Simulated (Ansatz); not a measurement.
**Worked example: correlation energy of SiH2, triplet**

Geometry: MP2(full)/6-31G*, from the G2/97 set.

```tsv
atom	x (Å)	y (Å)	z (Å)
Si	0.0000	0.0000	0.0508
H	0.0000	1.2719	-0.7081
H	0.0000	-1.2719	-0.7081
```

Basis STO-3G; Ansatz 0.2.0. Only valence electrons are correlated (noble-gas cores frozen), which leaves 6 electrons in 6 orbitals. Prefix R: restricted or restricted open-shell reference; prefix U: unrestricted.

Full CI is exact within this basis and frozen core; it isn't the basis-set limit. The frozen core follows each run's orbitals, which can shift R against U totals by a few meV.

Runs differ by some tens of microhartree through their thresholds and, for an open shell, their frozen cores, so steps under 0.1 kcal/mol mean nothing.

```
    level  total energy (hartree)
      UHF             -286.638125
     UMP2             -286.661796
    UCCSD             -286.676390
 UCCSD(T)             -286.676608
   UCCSDT             -286.676741
UCCSDT(Q)             -286.676746
  UCCSDTQ             -286.676748
  full CI             -286.676739
```

Problem. What is the correlation energy at full CI, and what share of it do UMP2 and UCCSD(T) recover?

Solution. E(corr) = -286.676739 − (-286.638125) = -0.038614 hartree = -1.051 eV. UMP2: -0.023671 / -0.038614 = 61.30 %. UCCSD(T): -0.038483 / -0.038614 = 99.66 %.

Problem. By how many kcal/mol does UCCSD(T) miss full CI (1 hartree = 627.509 kcal/mol), and which steps make up the rest?

Solution. -286.676608 − (-286.676739) = 0.000131 hartree = 0.08 kcal/mol. Steps: UCCSDT − UCCSD(T) = -0.08, UCCSDT(Q) − UCCSDT = 0.00, UCCSDTQ − UCCSDT(Q) = 0.00, full CI − UCCSDTQ = 0.01 kcal/mol. That is within 1 kcal/mol of the reference in this basis, which itself misses far more of the correlation at the basis-set limit.
